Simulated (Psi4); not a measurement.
# One shape, several levels: CF2 (SMILES F[C]F)

We compute a comparison of 3 runs (SVWN5/def2-TZVPP, TPSS/def2-TZVPP, revPBE/def2-TZVPP) of CF2. 

Program for the calculation: Psi4 1.11.

### 1 The structure to begin with

CF2: 3 atoms, total charge 0, spin state singlet. As SMILES, `F[C]F`. The C2–F3 distance was set to 1.944 Å, away from the relaxed value. At this shape a bond of the SMILES string is far longer than usual.

Bond lengths: F1–C2 1.296 Å. A long bond or contact: C2–F3 1.944 Å.

### 2 Energy and forces at SVWN5/def2-TZVPP (run 1)

input.dat

```
memory 2.2 GB

molecule geom {
  F      0.856799     1.138595     0.597549
  C      0.922829    -0.151335     0.491099
  F     -0.698640    -0.652890    -0.456750
  units angstrom
  symmetry c1
}

set globals {
  basis def2-TZVPP
  puream true
  e_convergence 1e-09
  d_convergence 1e-08
  scf_type pk
  dft_radial_points 99
  dft_spherical_points 590
}

result, w = gradient('scf', dft_functional={"name": "SVWN5", "x_functionals": {"LDA_X": {}}, "c_functionals": {"LDA_C_VWN": {}}}, return_wfn=True)
oeprop(w, 'MULLIKEN_CHARGES', 'MAYER_INDICES', 'WIBERG_LOWDIN_INDICES', title='SCF')
print_variables()
```

Started as:

```console
$ psi4 -n 1 input.dat output.dat
```

output.dat:

```text
[...]
  Running in c1 symmetry.
[...]
  Nuclear repulsion =   53.258360607382471
[...]
  Multiplicity = 1
[...]
  Nalpha       = 12
  Nbeta        = 12
[...]
    Number of basis functions: 93
[...]
   @RKS iter   1:  -235.98411384688018   -4.30087e-01   5.88462e-03 ADIIS/DIIS
[...]
   @RKS iter  12:  -236.10832398344792   -2.38458e-11   3.80487e-09 DIIS
[...]
    Orbital Energies [Eh]
    ---------------------
    Doubly Occupied:
       1A    -24.266023     2A    -24.057097     3A    -10.054380
       4A     -1.273072     5A     -0.984539     6A     -0.690177
       7A     -0.547348     8A     -0.541378     9A     -0.442020
      10A     -0.322679    11A     -0.315064    12A     -0.301256
[...]
  @RKS Final Energy:  -236.10832398344792
   => Energetics <=
    Nuclear Repulsion Energy =             53.2583606073824711
    One-Electron Energy =                -434.5577659868007458
    Two-Electron Energy =                 169.5190397090239003
    DFT Exchange-Correlation Energy =     -24.3279583130535499
    Empirical Dispersion Energy =           0.0000000000000000
    VV10 Nonlocal Energy =                  0.0000000000000000
    Total Energy =                       -236.1083239834479173
[...]
 Multipole Moments:
 ------------------------------------------------------------------------------------
     Multipole            Electronic (a.u.)      Nuclear  (a.u.)        Total (a.u.)
 ------------------------------------------------------------------------------------
 L = 1.  Multiply by 2.5417464519 to convert [e a0] to [Debye]
 Dipole X            :          0.6058294            0.4265926            1.0324219
 Dipole Y            :          0.9063442           -0.1793409            0.7270033
 Dipole Z            :         -0.0000000            0.0000000           -0.0000000
 Magnitude           :                                                    1.2627070
[...]
  -Total Gradient:
     Atom            X                  Y                   Z
    ------   -----------------  -----------------  -----------------
       1        0.008350659443     0.059950857991     0.000000000000
       2        0.069495723736    -0.033088934840    -0.000000000000
       3       -0.077845102715    -0.026840825977     0.000000000000
[...]
  Mulliken Charges: (a.u.)
   Center  Symbol    Alpha    Beta     Spin     Total
       1     F     4.45714  4.45714  0.00000  0.08572
       2     C     2.86892  2.86892  0.00000  0.26216
       3     F     4.67394  4.67394  0.00000 -0.34788
   Total alpha = 12.00000, Total beta = 12.00000, Total charge = -0.00000
  Mayer Bond Indices:
[...]
```

Run time: 22 s. Hardware: 1 thread of Intel Xeon at 2.50GHz (Skylake/Cascade Lake), shared host; peak memory 0.45 GiB.

### 3 Energy and gradient at TPSS/def2-TZVPP (run 2)

cf2.inp

```
memory 2.2 GB

molecule {
  0 1
  F
  C 1 r2
  F 2 r3 1 a3

  r2 = 1.295998
  r3 = 1.944
  a3 = 104.73482
  symmetry c1
  no_reorient
  no_com
}

set {
  basis def2-TZVPP
  puream true
  e_convergence 1e-09
  d_convergence 1e-08
  scf_type pk
  dft_radial_points 99
  dft_spherical_points 590
}

result, w = gradient('tpss', return_wfn=True)
oeprop(w, 'WIBERG_LOWDIN_INDICES', 'MULLIKEN_CHARGES', 'LOWDIN_CHARGES', title='TPSS')
```

Started as:

```console
$ psi4 cf2.inp cf2.out -n 1
```

cf2.out:

```text
[...]
  Running in c1 symmetry.
[...]
  Nuclear repulsion =   53.258364586071615
[...]
  Multiplicity = 1
[...]
  Nalpha       = 12
  Nbeta        = 12
[...]
    Number of basis functions: 93
[...]
   @RKS iter   1:  -237.61160094777583   -4.52343e-01   6.31778e-03 ADIIS/DIIS
[...]
   @RKS iter  12:  -237.75024178142309   -4.97380e-12   8.39021e-09 DIIS
[...]
  @RKS Final Energy:  -237.75024178142309
   => Energetics <=
    Nuclear Repulsion Energy =             53.2583645860716146
    One-Electron Energy =                -434.9113939181279420
    Two-Electron Energy =                 169.9850575473415688
    DFT Exchange-Correlation Energy =     -26.0822699967082947
    Empirical Dispersion Energy =           0.0000000000000000
    VV10 Nonlocal Energy =                  0.0000000000000000
    Total Energy =                       -237.7502417814230853
[...]
 Multipole Moments:
 ------------------------------------------------------------------------------------
     Multipole            Electronic (a.u.)      Nuclear  (a.u.)        Total (a.u.)
 ------------------------------------------------------------------------------------
 L = 1.  Multiply by 2.5417464519 to convert [e a0] to [Debye]
 Dipole X            :         -0.6389678           -0.4256841           -1.0646519
 Dipole Y            :          0.8982753           -0.1814865            0.7167888
 Dipole Z            :         -0.0000000            0.0000000           -0.0000000
 Magnitude           :                                                    1.2834601
[...]
  -Total Gradient:
     Atom            X                  Y                   Z
    ------   -----------------  -----------------  -----------------
       1       -0.008098447635     0.044154106419    -0.000000000000
       2       -0.063206297225    -0.019825008866     0.000000000000
       3        0.071294640853    -0.024302570066     0.000000000000
[...]
  Mulliken Charges: (a.u.)
   Center  Symbol    Alpha    Beta     Spin     Total
       1     F     4.47121  4.47121  0.00000  0.05758
       2     C     2.84768  2.84768  0.00000  0.30465
       3     F     4.68111  4.68111  0.00000 -0.36223
   Total alpha = 12.00000, Total beta = 12.00000, Total charge = -0.00000
  Lowdin Charges: (a.u.)
   Center  Symbol    Alpha    Beta     Spin     Total
       1     F     4.34017  4.34017  0.00000  0.31965
       2     C     3.01633  3.01633  0.00000 -0.03266
       3     F     4.64350  4.64350  0.00000 -0.28699
[...]
```

Run time: 57 s. Hardware: 1 thread of Intel Xeon at 2.50GHz (Skylake/Cascade Lake), shared host; peak memory 1.3 GiB.

### 4 Energy and gradient at revPBE/def2-TZVPP (run 3)

cf2.inp

```
memory 2200 MB

molecule {
  0 1
  F
  C 1 r2
  F 2 r3 1 a3

  r2 = 1.295998
  r3 = 1.944
  a3 = 104.73482
  units angstrom
  symmetry c1
  no_reorient
  no_com
}

set basis def2-TZVPP
set puream true
set e_convergence 1e-09
set d_convergence 1e-08
set scf_type pk
set dft_radial_points 99
set dft_spherical_points 590

e, wfn = gradient("revpbe", return_wfn=True)
oeprop(wfn, "LOWDIN_CHARGES", "MULLIKEN_CHARGES", "QUADRUPOLE")
```

Started as:

```console
$ psi4 -i cf2.inp -o cf2.out -n 1
```

cf2.out:

```text
[...]
  Running in c1 symmetry.
[...]
  Nuclear repulsion =   53.258364586071615
[...]
  Multiplicity = 1
[...]
  Nalpha       = 12
  Nbeta        = 12
[...]
    Number of basis functions: 93
[...]
   @RKS iter   1:  -237.52696031750153   -4.35389e-01   6.18312e-03 DIIS/ADIIS
[...]
   @RKS iter  13:  -237.66120547566504   -2.21689e-12   1.43458e-09 DIIS
[...]
    Orbital Energies [Eh]
    ---------------------
    Doubly Occupied:
       1A    -24.432091     2A    -24.222377     3A    -10.152478
       4A     -1.274683     5A     -0.988506     6A     -0.681310
       7A     -0.532513     8A     -0.526743     9A     -0.433835
      10A     -0.310544    11A     -0.300560    12A     -0.288074
[...]
  @RKS Final Energy:  -237.66120547566504
   => Energetics <=
    Nuclear Repulsion Energy =             53.2583645860716146
    One-Electron Energy =                -434.8394695585661793
    Two-Electron Energy =                 169.9003901490800104
    DFT Exchange-Correlation Energy =     -25.9804906522504666
    Empirical Dispersion Energy =           0.0000000000000000
    VV10 Nonlocal Energy =                  0.0000000000000000
    Total Energy =                       -237.6612054756650423
[...]
  -Total Gradient:
     Atom            X                  Y                   Z
    ------   -----------------  -----------------  -----------------
       1       -0.007418724532     0.037229104001     0.000000000000
       2       -0.060877854272    -0.014158079822    -0.000000000000
       3        0.068293506603    -0.023047167180    -0.000000000000
[...]
 Multipole Moments:
 ------------------------------------------------------------------------------------
     Multipole            Electronic (a.u.)      Nuclear  (a.u.)        Total (a.u.)
 ------------------------------------------------------------------------------------
 L = 1.  Multiply by 2.5417464519 to convert [e a0] to [Debye]
 Dipole X            :         -0.6050702           -0.4256841           -1.0307543
 Dipole Y            :          0.9003200           -0.1814865            0.7188335
 Dipole Z            :          0.0000000            0.0000000            0.0000000
 Magnitude           :                                                    1.2566527
 L = 2.  Multiply by 1.3450342976 to convert [e a0^2] to [Debye ang]
 Quadrupole XX       :        -83.6656565           71.0090542          -12.6566023
 Quadrupole XY       :         48.5419767          -48.0361205            0.5058562
[...]
```

Run time: 31 s. Hardware: 1 thread of Intel Xeon at 2.50GHz (Skylake/Cascade Lake), shared host; peak memory 0.72 GiB.

### 5 All runs side by side

| run | level | energy (Eh) | dipole moment (D) | HOMO energy (eV) | LUMO energy (eV) | wall time |
| --- | --- | --- | --- | --- | --- | --- |
| 1 | SVWN5/def2-TZVPP | -236.108324 | 3.21 | -8.20 | -5.80 | 22 s |
| 2 | TPSS/def2-TZVPP | -237.750242 | 3.26 | -8.04 | -5.39 | 57 s |
| 3 | revPBE/def2-TZVPP | -237.661205 | 3.19 | -7.84 | -5.40 | 31 s |

### 6 Results

| quantity | value |
| --- | --- |
| run 3: total energy | -237.66121 Eh |
| run 3: dipole moment | 3.19 D |
| run 3: HOMO energy | -7.84 eV |
| run 3: LUMO energy | -5.40 eV |
| run 3: HOMO–LUMO gap | 2.44 eV |
| run 3: largest force on an atom | 3.706 eV/Å |

**Reading.** The dipole moment (its size) runs from 3.19 D (revPBE/def2-TZVPP) to 3.26 D (TPSS/def2-TZVPP). The HOMO–LUMO gap runs from 2.40 eV (SVWN5/def2-TZVPP) to 2.65 eV (TPSS/def2-TZVPP). Totals of different functionals can't be ranked against each other. All runs together took 1.8 min, the longest 57 s.
